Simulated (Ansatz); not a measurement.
Mulliken charges of `CSC=S` from r2SCAN/def2-TZVPP in Ansatz (PBE0-D4/def2-TZVP geometry).

```json
{"atom": "C1", "x (Å)": "0.229", "y (Å)": "0.875", "z (Å)": "0.844", "charge (e)": "-0.176"}
{"atom": "S2", "x (Å)": "0.154", "y (Å)": "0.624", "z (Å)": "-0.938", "charge (e)": "0.073"}
{"atom": "C3", "x (Å)": "-0.243", "y (Å)": "-1.038", "z (Å)": "-1.049", "charge (e)": "-0.039"}
{"atom": "S4", "x (Å)": "-0.446", "y (Å)": "-1.847", "z (Å)": "-2.433", "charge (e)": "-0.221"}
{"atom": "H5", "x (Å)": "-0.735", "y (Å)": "0.668", "z (Å)": "1.308", "charge (e)": "0.091"}
{"atom": "H6", "x (Å)": "0.475", "y (Å)": "1.926", "z (Å)": "0.997", "charge (e)": "0.089"}
{"atom": "H7", "x (Å)": "1.009", "y (Å)": "0.261", "z (Å)": "1.292", "charge (e)": "0.092"}
{"atom": "H8", "x (Å)": "-0.351", "y (Å)": "-1.526", "z (Å)": "-0.076", "charge (e)": "0.090"}
```

Q: By hand: the dipole of these point charges (1 e Å = 4.8032 D).

A: Σ q r = (0.116, 0.459, 0.681) e Å, of length 0.829 e Å = 3.98 D.

Q: How does the dipole of the full density compare? (Best estimate.)

A: Computed: (0.096, 0.377, 0.763) e Å, 4.11 D; the point charges give 0.97 times that, at 8° from its direction.

Point charges leave out the atoms' own dipoles, such as those of lone pairs, and Mulliken's split depends on the basis, so the close match here is no proof of good charges.
